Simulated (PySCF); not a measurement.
C₂H₃N, SMILES CC#N. Atoms are numbered in the order given.

```xyz
6

C      0.0000     0.0000    -1.1708
C      0.0000     0.0000     0.2784
N      0.0000     0.0000     1.4273
H      0.8873     0.5123    -1.5456
H      0.0000    -1.0246    -1.5456
H     -0.8873     0.5123    -1.5456
```

Geometry: PBE0-D3(BJ)/def2-TZVP.

All values below come from PBE0/pcJ-1 run with PySCF.

Isotropic couplings with Fermi-contact, spin-dipole and both spin-orbit terms, one fixed conformer, no vibrational averaging. Isotopes: 13C, 14N, 1H.

```tsv
pair	bonds apart	J (Hz)
C1–C2	1	…
C1–H4	1	132.7
C1–H5	1	132.7
C1–H6	1	132.7
C2–N3	1	13.9
C1–N3	2	…
C2–H4	2	-10.9
C2–H5	2	-10.9
C2–H6	2	-10.9
H4–H5	2	…
H4–H6	2	…
H5–H6	2	…
N3–H4	3	1.1
N3–H5	3	1.1
N3–H6	3	1.1
```

**Question.** Complete the blanks. (Estimate from the structure and the level; the computed values follow.)

**Answer.** 
- C1–C2, J (Hz): 65.5
- C1–N3, J (Hz): -2.2
- H4–H5, J (Hz): -17.9
- H4–H6, J (Hz): -17.9
- H5–H6, J (Hz): -17.9
